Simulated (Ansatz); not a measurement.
**Mg2− (quartet): the correlation ladder at distance Mg1–Mg2 = 7.250 Å, aug-cc-pVDZ**

How much of the correlation energy of Mg2− (quartet) does each wave-function method recover here?

Computed with Ansatz 0.2.0, Gaussian basis. Level: aug-cc-pVDZ, core rule «outside noble gas», up to 10 orbitals frozen.

Plan: UHF; CCSD(T) on ROHF; CCSD(T) on UHF; BCCD(T) on ROHF; CISD; CCSDT(Q) on ROHF; CCSDT(Q) on UHF; CASSCF and MRCISD+Q, 5 electrons in 5 orbitals; CASSCF and NEVPT2, 5 electrons in 5 orbitals.

36 further runs of the same task are left out: 12 for a known fault of the program, 23 that didn't finish, 1 set aside as unsound or not needed.

## 1. What is computed

The geometry derives from a PBE0/def2-TZVPD stationary point (not a proven minimum). One bond is set to the value named and the two fragments are kept rigid.

2 atoms, charge -1, spin multiplicity 4.

Atoms are counted from 1 here; the program's logs count them from 0.

No contacts short enough for the rule that draws bonds.

## 2. UHF

The input, in.yaml:

```yaml
crystal:
  periodic: [false, false, false]
  atoms:
    - {symbol: Mg, position_ang: [0.000000, 0.000000, 0.000000]}
    - {symbol: Mg, position_ang: [0.000000, 0.000000, 7.250000]}
basis:
  gaussian: {orbitals: aug-cc-pVDZ}
total_charge: -1
magnetization: {spin_polarized: true, initial_magnetization: 3}
hamiltonian: {xc: hf}
output: {orbitals: {seedname: orbitals}}
```

Started as:

```
> ansatz run in.yaml --threads 1 --pin off --events-out ev --progress --plain --max-ram 2393MiB
```

After this run come: CCSD(T) on ROHF; CCSD(T) on UHF; BCCD(T) on ROHF; CISD; CCSDT(Q) on ROHF; CCSDT(Q) on UHF; CASSCF and MRCISD+Q, 5 electrons in 5 orbitals; CASSCF and NEVPT2, 5 electrons in 5 orbitals.

Q: Predict the results of all the runs planned. Wanted: UCCSDT(Q) below the RHF energy; RMP2 from UCCSDT(Q); UMP2 from UCCSDT(Q); RCCSD from UCCSDT(Q); RCCSD(T) from UCCSDT(Q); UCCSD(T) from UCCSDT(Q); RCCSDT(Q) from UCCSDT(Q); NEVPT2 pair from UCCSDT(Q); MRCISD+Q pair from UCCSDT(Q).

The runs gave:

| quantity | value |
| --- | --- |
| UCCSDT(Q) below the RHF energy | -1.2829 eV |
| RMP2 from UCCSDT(Q) | +475.8 meV |
| UMP2 from UCCSDT(Q) | +475.2 meV |
| RCCSD from UCCSDT(Q) | +18.3 meV |
| RCCSD(T) from UCCSDT(Q) | +8.3 meV |
| UCCSD(T) from UCCSDT(Q) | +7.6 meV |
| RCCSDT(Q) from UCCSDT(Q) | +0.7 meV |
| NEVPT2 pair from UCCSDT(Q) | +529.1 meV |
| MRCISD+Q pair from UCCSDT(Q) | -5.9 meV |
| levels within 1 kcal/mol (43 meV) | RCCSD, UCCSD, RCCSD(T), UCCSD(T), BCCD(T), RCCSDT, UCCSDT, RCCSDT(Q), MRCISD+Q pair |
| T1 diagnostic | 0.024 |

In words: RCCSD(T) lands +8.3 meV from the yardstick (0.6 % of the correlation energy). Of the multireference levels listed MRCISD+Q pair comes nearest in total energy (-5.9 meV), which doesn't show that its space is the better one. These misses are within one basis, not against nature; the frozen cores of restricted and unrestricted runs differ, which can shift their rows.
